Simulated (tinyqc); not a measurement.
Stretching all distances: RHF, UHF, MP2, CISD and CCSD against full CI in the sto-6g basis, for NH3, spin multiplicity 1. Computed by the program tinyqc with PySCF. Command: `OMP_NUM_THREADS=1 python tinyqc.py 111962 111963 out.jsonl`; one thread of a shared host (Intel(R) Xeon(R) Processor @ 2.60GHz), about 40 s.

Geometry (angstrom):
```
atom        x        y       z
N      0.0000   0.0000  0.3140
H      0.9150   0.0000  0.0000
H     -0.4580   0.7930  0.0000
H     -0.4580  -0.7930  0.0000
```

All coordinates are multiplied by the scale. c0^2 is the weight of the RHF determinant in the lowest singlet FCI state (UHF is spin-contaminated and may lie near states of higher spin) and n(LUMO) the first natural occupation beyond the occupied space.

Full CI energy (hartree) and errors against it (kcal/mol):
```
scale   distance 1-2 (angstrom)      E(FCI)       RHF      UHF      MP2     CISD     CCSD  <S^2> UHF    c0^2  n(LUMO)
0.9300                   0.8997  -55.982627   31.8004  31.8004   8.2470   0.5249   0.0799     0.0000  0.9778   0.0152
1.1100                   1.0738  -56.053123   46.6378  46.6378  13.3433   1.4405   0.2175     0.0000  0.9574   0.0299
1.2800                   1.2382  -55.995605   67.1175  67.1175  20.9134   3.7489   0.5639     0.0000  0.9185   0.0611
1.4600                   1.4124  -55.901993   98.8884  92.8561  33.5529   9.9266   1.2091     0.7810  0.8343   0.1291
1.6400                   1.5865  -55.816275  142.8023  73.0785  51.5152  22.9579   1.5755     1.8990  0.6936   0.2509
1.8200                   1.7606  -55.751539  196.8965  45.1245  73.0582  44.3859  -1.6510     2.4048  0.5203   0.4209
```

UHF parts from RHF first at scale 1.46 of those listed, where <S^2> leaves zero. The weight c0^2 goes from 0.98 to 0.52 and n(LUMO) from 0.02 to 0.42: static correlation grows as the bonds break into open-shell fragments. The spread of the error along the curve, which distorts its shape, is CCSD 3.2, CISD 43.9, UHF 61.1, MP2 64.8, RHF 165.1 kcal/mol. Below FCI somewhere: CCSD, as non-variational methods may be. The table stops here: at scale 1.99 and beyond, the reference weight falls under 0.45 or RHF, UHF or CCSD hop between solutions, so those rows were left out and the spreads given cover only the rows shown. As computed, partly on other solutions, the errors there reach in size RHF 314, UHF 61, MP2 140, CISD 113, CCSD 44 kcal/mol.
